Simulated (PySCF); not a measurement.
Working out the ionisation energy of B

B [He] 2s2 2p1 (2P) → B⁺ [He] 2s2 (1S). Computed with PySCF 2.14 in aug-cc-pVQZ-DK (6s5p4d3f2g, 80 functions), with scalar relativity by spin-free X2C-1e. Frozen: 1s2. Energies in hartree (1 hartree = 27.21139 eV):

```json
{"part": "UHF", "B (lower)": "-24.539730", "B⁺ (upper)": "-24.244310"}
{"part": "MP2 opposite-spin", "B (lower)": "-0.043823", "B⁺ (upper)": "-0.038085"}
{"part": "MP2 same-spin", "B (lower)": "-0.003428", "B⁺ (upper)": "0.000000"}
```

Q: What does Hartree-Fock give?

A: (-24.244310) − (-24.539730) = 0.295420 hartree = 8.039 eV.

Q: What do MP2 and SCS-MP2 (6/5 opposite-spin, 1/3 same-spin) give?

A: The opposite-spin parts differ by 0.156 eV and the same-spin parts by 0.093 eV. MP2: 8.039 + (0.156) + (0.093) = 8.288 eV. SCS-MP2: 8.039 + 1.2 × (0.156) + (0.093)/3 = 8.257 eV.

Measured between the centres of the two terms (NIST): 8.297 eV, so MP2 (valence) is off by -0.009 eV.

What remains against the reference includes basis incompleteness, the frozen core and correlation beyond second order.
